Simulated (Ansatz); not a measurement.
A nudged elastic band was laid between two geometries of CH₆OSi (9 atoms, charge 0, multiplicity 1).

Theory: Ansatz, RKS B3LYP-D4/6-31G*.

```
movable images  : 7
climbing image  : yes
spring          : 5.0 eV/Å²
optimiser       : quadratic models (default)
start path      : through a guess of the saddle point
force threshold : 0.05 eV/Å
iteration limit : 60
end points      : relaxed
```

Image 0:

```xyz
9
Properties=species:S:1:pos:R:3
Si -0.002 0.031 0.222
H -0.174 0.052 1.707
H 1.468 -0.003 -0.045
C -0.766 1.554 -0.550
H -1.832 1.630 -0.307
H -0.269 2.462 -0.188
H -0.668 1.528 -1.640
O -0.768 -1.292 -0.453
H -0.490 -2.159 -0.128
```

Image 8:

```xyz
9
Properties=species:S:1:pos:R:3
Si -1.282 -0.157 0.479
H 1.813 0.244 1.452
H 2.066 0.572 0.833
C -0.988 1.411 -0.570
H -1.939 1.693 -1.050
H -0.676 2.264 0.044
H -0.255 1.249 -1.369
O -1.055 -1.281 -0.753
H -1.187 -2.192 -0.448
```

(1) Which bonds break or form, and what moves?

(2) Give the energies along the band, and the barrier.

(3) What is the geometry of the highest image?

Results:

(1) Bonds broken: Si1–H2, Si1–H3. Bonds formed: H2–H3. CH6OSi becomes CH4OSi + H2.

(2) It converged. The highest image is number 4 of 0 to 8, 3.14 eV above the first end and 1.25 eV above the last; the last end lies 1.89 eV above the first. Neighbouring images differ by up to 1.4 eV, so the band resolves the path poorly. A vibrational analysis at the climbing image gives one clearly imaginary mode, 1340i cm⁻¹: a first-order saddle point. The orbitals stay closed-shell, which can raise the energy where a bond breaks towards radicals; this wasn't checked here.

```json
{"image": "0", "path coordinate (Å)": "0.00", "energy (eV)": "0.00", "Si1–H2 (Å)": "1.49", "Si1–H3 (Å)": "1.49", "H2–H3 (Å)": "2.40"}
{"image": "1", "path coordinate (Å)": "0.47", "energy (eV)": "0.03", "Si1–H2 (Å)": "1.49", "Si1–H3 (Å)": "1.49", "H2–H3 (Å)": "2.37"}
{"image": "2", "path coordinate (Å)": "0.93", "energy (eV)": "0.42", "Si1–H2 (Å)": "1.48", "Si1–H3 (Å)": "1.47", "H2–H3 (Å)": "2.09"}
{"image": "3", "path coordinate (Å)": "1.40", "energy (eV)": "1.80", "Si1–H2 (Å)": "1.46", "Si1–H3 (Å)": "1.52", "H2–H3 (Å)": "1.61"}
{"image": "4", "path coordinate (Å)": "1.87", "energy (eV)": "3.14", "Si1–H2 (Å)": "1.53", "Si1–H3 (Å)": "1.77", "H2–H3 (Å)": "1.15"}
{"image": "5", "path coordinate (Å)": "2.43", "energy (eV)": "2.23", "Si1–H2 (Å)": "1.99", "Si1–H3 (Å)": "2.23", "H2–H3 (Å)": "0.77"}
{"image": "6", "path coordinate (Å)": "2.98", "energy (eV)": "1.96", "Si1–H2 (Å)": "2.55", "Si1–H3 (Å)": "2.76", "H2–H3 (Å)": "0.74"}
{"image": "7", "path coordinate (Å)": "3.54", "energy (eV)": "1.90", "Si1–H2 (Å)": "3.02", "Si1–H3 (Å)": "3.20", "H2–H3 (Å)": "0.74"}
{"image": "8", "path coordinate (Å)": "4.10", "energy (eV)": "1.89", "Si1–H2 (Å)": "3.27", "Si1–H3 (Å)": "3.44", "H2–H3 (Å)": "0.74"}
```

(3) 
```xyz
9
Properties=species:S:1:pos:R:3
Si -0.489 -0.046 0.457
H 0.781 0.026 1.308
H 1.230 0.320 0.288
C -0.827 1.523 -0.552
H -1.906 1.702 -0.598
H -0.361 2.385 -0.060
H -0.443 1.450 -1.572
O -0.586 -1.384 -0.558
H -0.902 -2.173 -0.094
```

Time of the run: 2.4 min on 1 thread of AMD EPYC 7R43 64-Core Processor (Zen 3) (shared host), peak memory 0.13 GiB.
